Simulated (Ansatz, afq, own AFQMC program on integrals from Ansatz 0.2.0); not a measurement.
## Where AFQMC and coupled cluster stand for BNH$_{2}$, triplet

```xyz
4

B     0.0000    0.0000    0.7798
N     0.0000    0.0000   -0.4552
H     0.0000   -0.8409   -1.0187
H     0.0000    0.8409   -1.0187
```

Connectivity, by distances: B–NH2.

Basis cc-pVDZ. Only valence electrons are correlated. Ansatz 0.2.0 and our own AFQMC program on the same integrals; the CISD trial comes from CCSD amplitudes, and released means the phaseless constraint is let go. ± is one standard error of the sampling.

Determinant: UHF, the one that the program's search chose, which needn't be the lowest solution. The geometry is a point of a scan.

No full CI on the walks' own integrals is used here; CCSDT(Q) serves as the reference and is uncertain by about the last step of the cluster series.

Cautions: lower spins were not checked.

The T1 diagnostic is 0.0151 and the weight of the determinant in the CISD state is 0.918. The ⟨S²⟩ of the determinant is 2.020. The size of the correlated space is 10 electrons in 36 orbitals.

Reference: CCSDT(Q), correlation energy -6.371 eV. The released energy is read at 2.40 1/Eh (meV from the phaseless value at times in 1/Eh: 2 ± 11 at 0.24, -17 ± 12 at 0.51, -16 ± 10 at 0.99, -8 ± 15 at 1.62, -27 ± 17 at 2.40).

| level | E − E(reference) (kcal/mol) | share of correlation (%) |
| --- | --- | --- |
| HF | 146.93 | 0.00 |
| MP2 | 15.75 | 89.28 |
| CCSD | 4.30 | 97.07 |
| CCSD(T) | 0.63 | 99.57 |
| CCSDT | 0.29 | 99.80 |
| ph-AFQMC/HF | 0.65 ± 1.67 | 99.56 |
| ph-AFQMC/CISD | 0.33 ± 0.23 | 99.78 |
| released AFQMC | -0.29 ± 0.39 | 100.19 |

A walk keeps the symmetry of its determinant, which the program's search chose and which needn't be the lowest solution, so a lower state of the same spin and another symmetry isn't excluded. Released energies are given only where the last usable release times agree within the noise; a slower fall can still hide under it.
